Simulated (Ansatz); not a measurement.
## Chalcopyrite ZnGeAs2

These are PBEsol (plane waves, PAW; Ansatz, an electronic-structure program) values and carry that method's errors.

Numerical settings: plane-wave cutoff 520 eV, 8×8×8 k mesh, Fermi–Dirac smearing 0.01 eV, scalar-relativistic PAW data made under PBE.

Cell (relaxed at this level):

```
CELL_PARAMETERS angstrom
     -2.82709     2.82709     5.59449
      2.82709    -2.82709     5.59449
      2.82709     2.82709    -5.59449
ATOMIC_POSITIONS crystal
  Zn 0.00000 0.00000 0.00000
  Zn 0.75000 0.25000 0.50000
  Ge 0.50000 0.50000 0.00000
  Ge 0.25000 0.75000 0.50000
  As 0.62633 0.62500 0.50133
  As 0.37500 0.87633 0.00133
  As 0.12367 0.12500 0.49867
  As 0.87500 0.37367 0.99867
```

```json
{
  "band_gap": "0.16 eV (direct)"
}
```

Measured, for comparison: band gap 1.15 eV (temperature not stated, no zero-point or thermal correction, direct, our sources range from 0.85 to 1.15; as tabulated in Rashkeev et al. (1999), arXiv:cond-mat/9809378).

Spin–orbit coupling is not included.

The computed numbers hold no vibrational or temperature effects.
